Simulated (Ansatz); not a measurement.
Species: CH$_{2}$F, charge 0, doublet. CH2F (SMILES F[CH2], doublet).
B3LYP-D3(BJ)/def2-TZVP minimum from Ansatz (a program for electronic structure):
```xyz
4

C     -0.0106     0.4978     0.4277
F      0.0121    -0.4855    -0.4825
H     -0.9803     0.6938     0.8618
H      0.9347     0.6892     0.9145
```
Charge 0, spin multiplicity 2.

Total energies in cc-pVTZ, 13 correlated electrons, 2 frozen orbitals. Radicals and triplets start from unrestricted determinants; spin-orbit coupling is neglected. Correlated methods leave the cores frozen. No relativity.

```tsv
method	program	energy (Eh)	minus CCSDT(Q) (mEh)
HF	Ansatz	-138.46090	427.20
MP2	Ansatz	-138.85894	29.16
CCSD	Ansatz	-138.87479	13.31
CCSD(T)	Ansatz	-138.88721	0.89
CCSDT(Q)	Ansatz	-138.88810	0.00
```

Rough core times of Ansatz's runs on a shared machine: CCSD(T) under 20 s, CCSDT(Q) 10 min.
